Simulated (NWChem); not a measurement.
**One shape, several levels: C2H3F3 (SMILES CC(F)(F)F)**

Wanted: a comparison of 6 runs (M06-2X/MINI, M06-2X/SBKJC-VDZ, M06-2X/LANL2DZ, M06-2X/MIDI!, M06-2X/DGauss-DZVP, M06-2X/jorge-DZP) of C2H3F3. 

The results are computed with NWChem 7.3.0.

## Step 1: The system as given

C2H3F3 has 8 atoms, charge 0, and is taken as a singlet. As SMILES, `CC(F)(F)F`. The coordinates come from a PBE0-D4/def2-TZVP relaxation.

Bond lengths: C1–C2 1.497 Å, C2–F3 1.341 Å, C2–F4 1.341 Å, C2–F5 1.341 Å, C1–H6 1.089 Å, C1–H7 1.089 Å, C1–H8 1.089 Å. Some angles: C1–C2–F3 111.8°, C1–C2–F4 111.8°, C1–C2–F5 111.8°, F3–C2–F4 107.1°, F3–C2–F5 107.1°, F4–C2–F5 107.1°, C2–C1–H6 109.3°, C2–C1–H7 109.3°, C2–C1–H8 109.3°, H6–C1–H7 109.7°.

## Step 2: Energy and one-electron properties at M06-2X/MINI (run 1)

File m1.nw:

```
start m1
title "C2H3F3"
memory total 2200 mb

geometry noautosym nocenter noautoz
C       -0.615400      -0.141500       0.471500
C        0.557600       0.109900      -0.423700
F        1.692800      -0.382000       0.093900
F        0.395200      -0.458200      -1.627700
F        0.754200       1.420300      -0.629900
H       -0.441600       0.335800       1.434900
H       -0.738000      -1.214600       0.611200
H       -1.512600       0.273100       0.014000
end

basis spherical bse
* library MINI
end

dft
xc m06-2x
grid fine
convergence energy 1e-08
maxiter 100
mulliken
noprint "final vectors analysis"
end

property
dipole
quadrupole
mulliken
end

task dft property
```

The run is started by

```
$ nwchem m1.nw > m1.out
```

Log:

```text
[...]
          Wavefunction type:  closed shell.
          No. of atoms     :     8
          No. of electrons :    42
[...]
          Charge           :     0
          Spin multiplicity:     1
[...]
          AO basis - number of functions:    28
[...]
              XC Information
              --------------
                       M06-2X Method XC Functional
                     Hartree-Fock (Exact) Exchange  0.540
                        M06-2X Exchange Functional  1.000
                      M06-2X Correlation Potential  1.000
[...]
 d= 0,ls=0.0,diis     1   -374.5740440100 -5.77D+02  6.57D-02  1.08D+00     0.3
[...]
 d= 0,ls=0.0,diis     8   -374.7667134698 -7.72D-11  3.44D-07  1.26D-11     1.7
         Total DFT energy =     -374.766713469840
      One electron energy =     -918.748045923671
           Coulomb energy =      384.818167885155
    Exchange-Corr. energy =      -42.953243059000
 Nuclear repulsion energy =      202.116407627676
[...]
      Total Density - Mulliken Population Analysis
     ---------------------------------------------
    Atom       Charge   Shell Charges
 -----------   ------   -------------------------------------------------------
    1 C    6     6.77   1.99  1.34  3.44
    2 C    6     5.31   1.99  1.00  2.32
    3 F    9     9.25   2.00  1.94  5.31
    4 F    9     9.25   2.00  1.94  5.31
    5 F    9     9.25   2.00  1.94  5.31
    6 H    1     0.73   0.73
    7 H    1     0.73   0.73
    8 H    1     0.73   0.73
[...]
   Dipole moment        1.7633832670 Debye(s)
             DMX       -1.3818537872 DMXEFC        0.0000000000
             DMY       -0.2956369565 DMYEFC        0.0000000000
             DMZ        1.0547982968 DMZEFC        0.0000000000
   -EFC- dipole         0.0000000000 DEBYE(S)
   Total dipole         1.7633832670 DEBYE(S)
[...]
```

Wall time 2.1 s (1 thread of AMD EPYC 9R05 (Zen 5), shared host); peak memory 0.12 GiB.

Atomic charges (e):

| atom | Mulliken | Löwdin |
| --- | --- | --- |
| C1 | -0.773 | -0.520 |
| C2 | +0.687 | +0.530 |
| F3 | -0.245 | -0.180 |
| F4 | -0.245 | -0.180 |
| F5 | -0.245 | -0.180 |
| H6 | +0.274 | +0.180 |
| H7 | +0.274 | +0.180 |
| H8 | +0.274 | +0.180 |

## Step 3: The charge distribution at M06-2X/SBKJC-VDZ (core potential) (run 2)

File c2h3f3.nw:

```
start c2h3f3
memory 2200 mb

geometry units atomic noautosym nocenter noautoz
  C  -1.16293746 -0.26739625  0.89100587
  C   1.05371129  0.20768090 -0.80067696
  F   3.19892838 -0.72187538  0.17744528
  F   0.74681976 -0.86587251 -3.07590721
  F   1.42523144  2.68397801 -1.19033849
  H  -0.83450306  0.63457003  2.71156802
  H  -1.39461788 -2.29526135  1.15500061
  H  -2.85839974  0.51608420  0.02645617
end

basis spherical bse
  * library SBKJC-VDZ
end

ecp bse
  C library SBKJC-VDZ
  F library SBKJC-VDZ
end

dft
  xc m06-2x
  grid fine
  convergence energy 1e-08
  iterations 100
  mulliken
  noprint "final vectors analysis"
end

property
  dipole
  quadrupole
  mulliken
end

task dft property
```

The run is started by

```
$ nwchem c2h3f3.nw > c2h3f3.out
```

Log:

```text
[...]
          Wavefunction type:  closed shell.
          No. of atoms     :     8
          No. of electrons :    32
[...]
          Charge           :     0
          Spin multiplicity:     1
[...]
          AO basis - number of functions:    46
[...]
              XC Information
              --------------
                       M06-2X Method XC Functional
                     Hartree-Fock (Exact) Exchange  0.540
                        M06-2X Exchange Functional  1.000
                      M06-2X Correlation Potential  1.000
[...]
 d= 0,ls=0.0,diis     1    -85.4166349943 -2.01D+02  3.92D-02  1.08D+00     0.5
[...]
 d= 0,ls=0.0,diis     8    -85.5744162202 -4.05D-09  2.66D-06  1.22D-08     2.8
         Total DFT energy =      -85.574416220244
      One electron energy =     -369.680418871074
           Coulomb energy =      187.373792034144
    Exchange-Corr. energy =      -18.626189365965
 Nuclear repulsion energy =      115.358399982651
[...]
      Total Density - Mulliken Population Analysis
     ---------------------------------------------
    Atom       Charge   Shell Charges
 -----------   ------   -------------------------------------------------------
    1 C    4     4.21   1.11  2.79 -0.11  0.41
    2 C    4     3.94   1.06  2.34  0.23  0.31
    3 F    7     7.11   1.48  4.19  0.39  1.06
    4 F    7     7.11   1.48  4.19  0.39  1.06
    5 F    7     7.11   1.48  4.19  0.39  1.06
    6 H    1     0.84   0.45  0.39
    7 H    1     0.83   0.45  0.39
    8 H    1     0.84   0.45  0.39
[...]
   Dipole moment        3.0126478127 Debye(s)
             DMX       -2.3607909834 DMXEFC        0.0000000000
             DMY       -0.5052909891 DMYEFC        0.0000000000
             DMZ        1.8020526608 DMZEFC        0.0000000000
   -EFC- dipole         0.0000000000 DEBYE(S)
   Total dipole         3.0126478127 DEBYE(S)
[...]
```

Run time: 3.3 s. Hardware: 1 thread of AMD EPYC 9R05 (Zen 5), shared host; peak memory 0.12 GiB.

Atomic charges (e):

| atom | Löwdin |
| --- | --- |
| C1 | -0.380 |
| C2 | +0.440 |
| F3 | -0.200 |
| F4 | -0.200 |
| F5 | -0.200 |
| H6 | +0.180 |
| H7 | +0.180 |
| H8 | +0.180 |

Runs 3 to 4 aren't shown in full; the table further down has their settings and results.

## Step 4: The charge distribution at M06-2X/DGauss-DZVP (run 5)

File c2h3f3.xyz:

```xyz
8

C     -0.615400    -0.141500     0.471500
C      0.557600     0.109900    -0.423700
F      1.692800    -0.382000     0.093900
F      0.395200    -0.458200    -1.627700
F      0.754200     1.420300    -0.629900
H     -0.441600     0.335800     1.434900
H     -0.738000    -1.214600     0.611200
H     -1.512600     0.273100     0.014000
```

File c2h3f3.nw:

```
start c2h3f3
memory 2200 mb
charge 0

geometry noautosym nocenter noautoz
  load c2h3f3.xyz
end

basis spherical bse
  C library DGauss-DZVP
  F library DGauss-DZVP
  H library DGauss-DZVP
end

dft
  xc m06-2x
  mult 1
  grid fine
  convergence energy 1e-08
  iterations 100
  mulliken
  noprint "final vectors analysis"
end

property
  dipole
  quadrupole
  mulliken
end

task dft property
```

The run is started by

```
$ nwchem c2h3f3.nw > c2h3f3.out
```

Log:

```text
[...]
          Wavefunction type:  closed shell.
          No. of atoms     :     8
          No. of electrons :    42
[...]
          Charge           :     0
          Spin multiplicity:     1
[...]
          AO basis - number of functions:    76
[...]
              XC Information
              --------------
                       M06-2X Method XC Functional
                     Hartree-Fock (Exact) Exchange  0.540
                        M06-2X Exchange Functional  1.000
                      M06-2X Correlation Potential  1.000
[...]
 d= 0,ls=0.0,diis     1   -377.3516867017 -5.79D+02  1.63D-02  1.36D+00     0.9
[...]
 d= 0,ls=0.0,diis    10   -377.4995530405 -1.75D-10  1.81D-07  4.12D-10     7.3
         Total DFT energy =     -377.499553040492
      One electron energy =     -923.253562933807
           Coulomb energy =      386.761782620495
    Exchange-Corr. energy =      -43.124180354856
 Nuclear repulsion energy =      202.116407627676
[...]
      Total Density - Mulliken Population Analysis
     ---------------------------------------------
    Atom       Charge   Shell Charges
 -----------   ------   -------------------------------------------------------
    1 C    6     6.69   2.00  0.75  0.62  2.68  0.60  0.04
    2 C    6     5.32   2.00  0.79  0.08  2.12  0.05  0.29
    3 F    9     9.24   2.00  0.98  0.93  4.05  1.27  0.01
    4 F    9     9.24   2.00  0.98  0.93  4.05  1.27  0.01
    5 F    9     9.24   2.00  0.98  0.93  4.05  1.27  0.01
    6 H    1     0.76   0.56  0.19
    7 H    1     0.76   0.56  0.19
    8 H    1     0.76   0.56  0.19
[...]
   Dipole moment        2.4545867150 Debye(s)
             DMX       -1.9234584635 DMXEFC        0.0000000000
             DMY       -0.4115161075 DMYEFC        0.0000000000
             DMZ        1.4683180766 DMZEFC        0.0000000000
   -EFC- dipole         0.0000000000 DEBYE(S)
   Total dipole         2.4545867150 DEBYE(S)
[...]
```

Run time: 7.8 s. Hardware: 1 thread of AMD EPYC 9R05 (Zen 5), shared host; peak memory 0.12 GiB.

Atomic charges (e):

| atom | Mulliken | Löwdin |
| --- | --- | --- |
| C1 | -0.693 | -0.380 |
| C2 | +0.676 | +0.000 |
| F3 | -0.238 | -0.050 |
| F4 | -0.238 | -0.050 |
| F5 | -0.238 | -0.050 |
| H6 | +0.244 | +0.170 |
| H7 | +0.244 | +0.170 |
| H8 | +0.244 | +0.170 |

## Step 5: Energy and one-electron properties at M06-2X/jorge-DZP (run 6)

File c2h3f3.nw:

```
start c2h3f3
title "C2H3F3 M06-2X"
memory stack 880 mb heap 220 mb global 1100 mb

geometry noautosym nocenter noautoz
  C       -0.615400      -0.141500       0.471500
  C        0.557600       0.109900      -0.423700
  F        1.692800      -0.382000       0.093900
  F        0.395200      -0.458200      -1.627700
  F        0.754200       1.420300      -0.629900
  H       -0.441600       0.335800       1.434900
  H       -0.738000      -1.214600       0.611200
  H       -1.512600       0.273100       0.014000
end

basis spherical bse
  * library jorge-DZP
end

dft
  xc m06-2x
  grid fine
  convergence energy 1e-08
  maxiter 100
  mulliken
  noprint "final vectors analysis"
end

property
  dipole
  quadrupole
  mulliken
end

task dft property
```

The run is started by

```
$ nwchem c2h3f3.nw > c2h3f3.out
```

Log:

```text
[...]
          Wavefunction type:  closed shell.
          No. of atoms     :     8
          No. of electrons :    42
[...]
          Charge           :     0
          Spin multiplicity:     1
[...]
          AO basis - number of functions:    90
[...]
              XC Information
              --------------
                       M06-2X Method XC Functional
                     Hartree-Fock (Exact) Exchange  0.540
                        M06-2X Exchange Functional  1.000
                      M06-2X Correlation Potential  1.000
[...]
 d= 0,ls=0.0,diis     1   -377.3798981501 -5.79D+02  1.45D-02  1.43D+00     1.0
[...]
 d= 0,ls=0.0,diis    10   -377.5297353406 -1.75D-10  1.51D-07  3.45D-10     8.3
         Total DFT energy =     -377.529735340550
      One electron energy =     -923.457405703298
           Coulomb energy =      387.091062424042
    Exchange-Corr. energy =      -43.279799688970
 Nuclear repulsion energy =      202.116407627676
[...]
      Total Density - Mulliken Population Analysis
     ---------------------------------------------
    Atom       Charge   Shell Charges
 -----------   ------   -------------------------------------------------------
    1 C    6     6.18   0.93  1.05  0.68  0.42  2.58  0.50  0.03
    2 C    6     5.58   0.93  1.05  0.75  0.21  2.14  0.22  0.28
    3 F    9     9.18   0.96  1.02  0.89  1.03  4.00  1.28  0.01
    4 F    9     9.18   0.96  1.02  0.89  1.03  4.00  1.28  0.01
    5 F    9     9.18   0.96  1.02  0.89  1.03  4.00  1.28  0.01
    6 H    1     0.90   0.73  0.14  0.02
    7 H    1     0.90   0.73  0.14  0.02
    8 H    1     0.90   0.73  0.14  0.02
[...]
   Dipole moment        2.4882582812 Debye(s)
             DMX       -1.9498457976 DMXEFC        0.0000000000
             DMY       -0.4171732633 DMYEFC        0.0000000000
             DMZ        1.4884546040 DMZEFC        0.0000000000
   -EFC- dipole         0.0000000000 DEBYE(S)
   Total dipole         2.4882582812 DEBYE(S)
[...]
```

Run time: 9 s. Hardware: 1 thread of AMD EPYC 9R05 (Zen 5), shared host; peak memory 0.12 GiB.

Atomic charges (e):

| atom | Mulliken | Löwdin |
| --- | --- | --- |
| C1 | -0.182 | -0.130 |
| C2 | +0.416 | -0.060 |
| F3 | -0.182 | -0.010 |
| F4 | -0.182 | -0.010 |
| F5 | -0.182 | -0.010 |
| H6 | +0.104 | +0.070 |
| H7 | +0.104 | +0.070 |
| H8 | +0.104 | +0.070 |

## Step 6: Overview of the runs

| run | level | core potential | energy (Eh) | dipole moment (D) | wall time |
| --- | --- | --- | --- | --- | --- |
| 1 | M06-2X/MINI | – | -374.766713 | 1.76 | 2.1 s |
| 2 | M06-2X/SBKJC-VDZ (core potential) | SBKJC-VDZ | -85.574416 | 3.01 | 3.3 s |
| 3 | M06-2X/LANL2DZ | – | -377.425383 | 2.94 | 4.2 s |
| 4 | M06-2X/MIDI! | – | -375.263818 | 1.88 | 3.9 s |
| 5 | M06-2X/DGauss-DZVP | – | -377.499553 | 2.45 | 7.8 s |
| 6 | M06-2X/jorge-DZP | – | -377.529735 | 2.49 | 9 s |

## Step 7: What came out

| quantity | value |
| --- | --- |
| run 6: total energy | -377.52974 Eh |
| run 6: dipole moment | 2.49 D |

The dipole moment (its size) runs from 1.76 D (M06-2X/MINI) to 3.01 D (M06-2X/SBKJC-VDZ). The two ends differ in basis and core potential. Some runs of one species differ in core potentials or relativity; totals across that change don't compare. In run 1 the basis is minimal, so the values are rough. All runs together took 30 s, the longest 9 s.
